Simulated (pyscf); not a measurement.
Thermochemistry of product channels of Na–O–SiH₃ + hydrogen fluoride (HF) on the singlet surface, in kcal/mol, from CCSD(T)/def2-TZVPP + ΔMP2(QZVPP) energies (ideal gas, 1 atm, RRHO with modes under 100 cm⁻¹ raised to 100, one conformer, R ln 2 for chiral ones without a mode under 150 cm⁻¹). PySCF, gas phase, ωB97X-D3(BJ)/def2-SVP geometries. Correlated levels are frozen-core, on RHF or UHF. ΔMP2 is the change of the MP2 total energy from the triple- to the quadruple-zeta basis.

| products | ΔE | ΔH(298 K) | ΔG(298 K) | ΔG(1200 K) |
|---|---|---|---|---|
| F–Na + silanol (HO–SiH₃) | -1.2 | -0.5 | -1.4 | -3.4 |
| HO–Na + F–SiH₃ | +6.0 | +6.3 | +5.6 | +3.7 |

These are energies of the channels, which say nothing of barriers. The CCSD(T) − MP2 part came from Ansatz, without density fitting, on the same reference. The frozen core leaves the outer d or s,p core shells of the metals and heavy elements correlated in the MP2 and CC values, and def2-TZVPP describes them poorly, which can shift differences by a few kcal/mol.
